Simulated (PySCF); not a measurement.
Gas-phase reaction: 3 SiH2 + 2 Cl2 ⇌ 2 SiHCl2 + SiH4

Method: PySCF energies plus ideal-gas RRHO corrections (1 bar). † marks an energy on the PBE0/def2-TZVP geometry and frequencies; other levels use their own. MP2 and CCSD(T) freeze the core. 6-31G* has spherical d functions here. Open shells (unrestricted): SiHCl2 (multiplicity 2); the rest are closed-shell singlets. B3LYP is the form with VWN-RPA correlation. SiHCl2: computed as isolated molecules; such fragments, hydroxides, amides, oligomers or adducts are transient or little studied in the gas. MP2 isn't extrapolated to the basis-set limit; its ΔH°(298 K) is -1137.6 kJ in def2-SVP and -1147.3 kJ in def2-TZVPP. CCSD(T) isn't extrapolated to the basis-set limit; its ΔH°(298 K) is -1044.6 kJ in def2-SVP and -1058.7 kJ in def2-TZVPP. The harmonic model lacks anharmonicity and excited electronic states, which grow with temperature; levels with a mode under 35 cm⁻¹ are left out.

```tsv
level	ΔE electronic, kJ	ΔH°(298 K), kJ	ΔS°(298 K), J/K	ΔG°(2000 K), kJ
B3LYP/def2-TZVP†	-1073	-1044	-270	-519
CCSD(T)/def2-TZVPP†	-1088	-1059	-270	-533
HF/6-31G*	-1158	-1125	-273	-589
HF/def2-TZVP†	-1168	-1138	-270	-613
MP2/def2-SVP†	-1167	-1138	-270	-612
PBE/def2-SVP	-1114	-1085	-270	-560
PBE/def2-TZVP†	-1099	-1070	-270	-545
PBE0/def2-QZVP†	-1140	-1110	-270	-585
PBE0/def2-TZVP	-1142	-1112	-270	-587
ωB97M-V/def2-TZVP†	-1085	-1056	-270	-530
ωB97X-V/def2-TZVP†	-1128	-1099	-270	-574
```
ΔH° is lowest at HF/def2-TZVP† and highest at B3LYP/def2-TZVP†. No reference value is set beside these.
